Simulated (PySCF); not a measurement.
**Ionising Si₂**

PBE; Si def2-TZVPPD; no relativity (PySCF 2.14). Neutral (UKS): triplet (π ↑↑), Re = 2.284 Å, ωe = 485 cm⁻¹, De = 3.55 eV, HOMO -4.88 eV, LUMO -4.47 eV.

Si₂⁺ (UKS): quartet (σ ↑, π ↑↑), Re = 2.302 Å, ωe = 441 cm⁻¹, De = 3.95 eV to Si⁺ + Si. The energies at the minima are -578.57647 hartree for Si2 and -578.29004 for Si₂⁺.

(1) Work out the adiabatic ionisation energy, without and with harmonic zero-point energies (1 hartree = 27.2114 eV, 1 eV = 8065.5 cm⁻¹), and the change of the bond length.

States were picked by a PBE0 search and need not be the measured ground states.

## Answers

(1) At PBE: 0.28643 hartree = 7.794 eV between the minima; the zero-point term (441.0 − 485.0)/2 cm⁻¹ = -0.003 eV makes it 7.791 eV. Re changes by +1.8 pm against the neutral. The electron leaves a σ orbital, and the small change of length marks it as nearly non-bonding.
